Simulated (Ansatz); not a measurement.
Species: methyl ethyl ether, C3H8O, net charge 0, singlet state. 
Structure (B3LYP-D3(BJ)/def2-TZVP (Ansatz, an electronic-structure program) minimum search):
SMILES: O(CC)C
```xyz
12

O      0.0190    -0.7104     0.0050
C     -0.0077     0.7049    -0.0051
C      1.3270    -1.2336    -0.0063
C     -1.4489     1.1652     0.0082
H      0.5319     1.0935     0.8711
H      0.5114     1.0804    -0.8992
H      1.2451    -2.3195     0.0026
H      1.8764    -0.9239    -0.9054
H      1.8970    -0.9108     0.8751
H     -1.9791     0.7881    -0.8672
H     -1.9585     0.8011     0.9012
H     -1.4989     2.2556     0.0008
```

CCSD(T) with Ansatz in growing basis sets, 26 correlated electrons. Correlated levels leave the core frozen unless marked. UHF or UKS for open shells. Spin-orbit coupling is left out. Non-relativistic. Costs are ratios of core time to the smallest set, on shared machines of one kind, and rough; they hold the program's checks for lower states.

```json
[
 {"basis": "cc-pVDZ", "functions": "96", "cost over smallest": "1×", "E(corr) (Eh)": "-0.6904", "electronic atomisation energy (kcal/mol)": "1019.0"},
 {"basis": "cc-pVTZ", "functions": "232", "cost over smallest": "10×", "E(corr) (Eh)": "-0.8421", "electronic atomisation energy (kcal/mol)": "1071.0"}
]
```

Formally CCSD grows as o²v⁴ and (T) as o³v⁴; with o = 13 and v going from 79 to 215 both grow 55-fold in the last step, while integrals and the mean field grow more slowly. That step adds 151.7 mEh of correlation energy and 52.0 kcal/mol to the atomisation energy.
